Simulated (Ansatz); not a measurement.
# A computed series for Si: pressure series

The reference is Si in the diamond structure (space group Fd-3m, No. 227; a = 5.434 Å).

Cell and atoms are relaxed at each pressure.

Calculations: PBEsol (Ansatz, a program for electronic structure), spin-orbit coupling left out.

```json
[
 {"pressure (GPa)": "-2", "volume per atom (Å³/atom)": "20.505"},
 {"pressure (GPa)": "-1", "volume per atom (Å³/atom)": "20.272"},
 {"pressure (GPa)": "0", "volume per atom (Å³/atom)": "20.054"},
 {"pressure (GPa)": "2.1", "volume per atom (Å³/atom)": "19.629"},
 {"pressure (GPa)": "4.5", "volume per atom (Å³/atom)": "?"},
 {"pressure (GPa)": "9", "volume per atom (Å³/atom)": "18.495"},
 {"pressure (GPa)": "15", "volume per atom (Å³/atom)": "17.722"},
 {"pressure (GPa)": "22.5", "volume per atom (Å³/atom)": "16.932"},
 {"pressure (GPa)": "30", "volume per atom (Å³/atom)": "16.277"}
]
```

Problem. Fit the third-order Birch–Murnaghan form P(V) = (3B₀/2)[(V₀/V)^(7/3) − (V₀/V)^(5/3)]·[1 + (3/4)(B₀′ − 4)((V₀/V)^(2/3) − 1)] (squares taken in P) to the rows shown and predict the withheld row.

Solution. Least squares on the printed values gives V₀ = 20.054 Å³/atom, B₀ = 94.7 GPa, B₀′ = 4.0; this predicts 19.199 Å³/atom, and the run gives 19.193 Å³/atom, 0.006 lower.

Measured bulk modulus of Si: 100.8 GPa (static lattice; corrected from measurement; as listed in Jianwei Sun et al., Physical Review B (2011)); the computed value is 6 % below it.

Load acts through the strain it causes; cell and atoms are relaxed under it. Whether these cells are dynamically stable was not tested. Measured, Si leaves this structure (for the β-tin structure) near 12 GPa (room temperature; as listed in arXiv:1906.07825).
